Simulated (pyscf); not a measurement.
7 gas-phase steps of one pattern: four-centre exchange on the singlet surface, Ge–O + H–H or Ge–Se + H–H or H–H + O–Si or H–H + Se–Si broken and Ge–H + H–O or Ge–H + H–Se or H–O + H–Si or H–Se + H–Si formed. Single points on ωB97X-D3(BJ)/def2-SVP structures (PySCF, gas phase). Electronic energies in kcal/mol, from the separated reactants; ΔE‡ and ΔE at ωB97M-D3(BJ)/def2-TZVP. Rows were drawn at random from the steps of this pattern with a verified saddle, stable references and no exit in the data more than 5 kcal/mol lower.

| row | step | ΔE | ΔE‡ |
|---|---|---|---|
| 1 | HO–GeH₂–PH₂ (SMILES [OH][GeH2][PH2]) + H₂ (SMILES [H][H]) -> H₂P–GeH₃ (SMILES [PH2][GeH3]) + H₂O (SMILES O) | +0.8 | 45.5 |
| 2 | HO–GeH₂–Cl (SMILES [OH][GeH2][Cl]) + H₂ (SMILES [H][H]) -> Cl–GeH₃ (SMILES [Cl][GeH3]) + H₂O (SMILES O) | +3.8 | 43.5 |
| 3 | H₃Ge–SeH (SMILES [GeH3][SeH]) + H₂ (SMILES [H][H]) → H₂Se (SMILES [SeH2]) + GeH₄ (SMILES [GeH4]) | +7.0 | ? |
| 4 | H₃Si–SeH (SMILES [SiH3][SeH]) + H₂ (SMILES [H][H]) → H₂Se (SMILES [SeH2]) + SiH₄ (SMILES [SiH4]) | +8.0 | 56.9 |
| 5 | HO–SiH₂–PH₂ (SMILES O[SiH2]P) + H₂ (SMILES [H][H]) → H₃Si–PH₂ (SMILES [SiH3]P) + H₂O (SMILES O) | +16.3 | 50.5 |
| 6 | HO–SiH₂–F (SMILES O[SiH2]F) + H₂ (SMILES [H][H]) → F–SiH₃ (SMILES F[SiH3]) + H₂O (SMILES O) | +22.9 | 51.2 |
| 7 | HO–SiH₂–O–Si(Cl)(Cl)–Cl (SMILES O[SiH2]O[Si](Cl)(Cl)Cl) + H₂ (SMILES [H][H]) -> HO–Si(Cl)(Cl)–Cl (SMILES O[Si](Cl)(Cl)Cl) + HO–SiH₃ (SMILES O[SiH3]) | +26.6 | 59.7 |

**Question.** From a straight line through the complete rows, estimate the missing barrier and say how far the line can be trusted.

**Answer.** Over the 6 complete rows the means are +13.1 (ΔE) and 51.2 (ΔE‡); least squares gives b = 0.41 and a = 45.9 kcal/mol, with residuals of 4.2 kcal/mol (root mean square; largest 7.7, row 4). For row 3: 45.9 + 0.41 × (+7.0) = 48.8 kcal/mol. The computed barrier is 60.3 kcal/mol, 11.5 over the line. The scatter is large against the spread of the barriers, so the line says little here. Each barrier is that of the saddle found. Elements up to Kr have no core potential and no relativistic terms here.
